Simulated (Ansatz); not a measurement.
A made-up structure of C2H2B, doublet:

B1  (-1.273, 0.546, -0.072)
C2  (0.073, 0.014, -0.077)
C3  (1.222, -0.386, -0.180)
H4  (-2.247, 0.563, 0.597)
H5  (0.341, -0.913, -0.516)
(Å)

It is relaxed with PBE-D4/def2-SVP and then PBE0-D4/def2-TZVP (Ansatz 0.2.0). Atoms count as bonded within 1.22 times the sum of their covalent radii (H–H: 0.88 Å). The end point is not checked to be a true minimum.

**Question.** Does its bonding change? (Judge from chemistry; the calculation decides.)

**Answer.** By the calculation: Yes. Formed: none; broken: C2–H5.

Where it ends: The first stage lowers the energy by 3.59 eV in 23 steps. It ends as C₂H₂B ([BH][C][CH]):
| atom | x (Å) | y (Å) | z (Å) |
| --- | --- | --- | --- |
| B1 | -1.3031 | 0.9204 | 0.3409 |
| C2 | -0.2717 | -0.0143 | -0.0556 |
| C3 | 0.6716 | -0.7214 | -0.3741 |
| H4 | -2.4729 | 0.9809 | 0.4923 |
| H5 | 1.4924 | -1.3415 | -0.6527 |

Labels in which every atom is bracketed show which atoms are joined, not bond orders.

For scale, one of the runs: PBE0-D4/def2-TZVP relaxation, 105 basis functions, launched by `ansatz run in.yaml --threads 2 --pin off --events-out ev --progress --plain --max-ram 4352MiB`. Hardware: 2 CPU threads of an Intel Xeon 6975P-C, shared host. Wall time about 8.5 s.
